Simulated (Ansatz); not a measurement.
Crystal: Cd2O3, cubic X2O3 (oxygen-deficient fluorite) type, 10 atoms in the cell.

Space group Pn-3m, simple cubic cell, positions in fractions of the edge: Cd (0.25 0.25 0.25), (0.75 0.75 0.25), (0.75 0.25 0.75), (0.25 0.75 0.75); O (0.5 0 0), (0 0.5 0), (0 0 0.5), (0.5 0.5 0), (0.5 0 0.5), (0 0.5 0.5).

Method: PBE, plane waves, PAW datasets (generated soft set 1) in Ansatz 0.2.0 development build.

Cutoff 420 eV; k-mesh 11×11×11 Γ-centred; Fermi–Dirac smearing of 0.0612 eV; no spin polarisation.

The fit to the energies gives V₀ = 14.651 Å³/atom (a₀ = 5.272 Å), B₀ = 98.4 GPa, B₀′ = 4.73.

**Question.** What pressure does the program print at V = 13.771 Å³/atom, and how far above the lowest computed point (V = 14.650 Å³/atom) does the energy lie?

**Answer.** 7.05 GPa and 18.24 meV/atom. All points:

| V (Å³/atom) | a (Å) | E − E(min) (meV/atom) | P (GPa) |
| --- | --- | --- | --- |
| 13.771 | 5.1641 | 18.24 | 7.05 |
| 14.064 | 5.2004 | 7.79 | 4.43 |
| 14.357 | 5.2363 | 1.88 | 2.09 |
| 14.650 | 5.2717 | 0.00 | 0.00 |
| 14.943 | 5.3066 | 1.73 | -1.86 |
| 15.236 | 5.3410 | 6.67 | -3.51 |
| 15.529 | 5.3751 | 14.48 | -4.99 |

The published all-electron PBE values for this crystal (mean of FLEUR and WIEN2k, k-spacing 0.06 Å⁻¹; Bosoni et al., Nat. Rev. Phys. 6, 45 (2024)) are V₀ = 14.650 Å³/atom, B₀ = 98.6 GPa, B₀′ = 4.77. This run's mesh is coarser (spacing 0.11 Å⁻¹), so part of any difference comes from k-sampling.

The stress includes the program's correction for the finite plane-wave basis.

This cubic structure is a model: it isn't the usual form of the substance at ambient conditions, and such phases are metastable or hypothetical. The k-mesh is modest, so these values aren't fully converged in k. Spin polarisation is left out, and a magnetic state may lie lower.
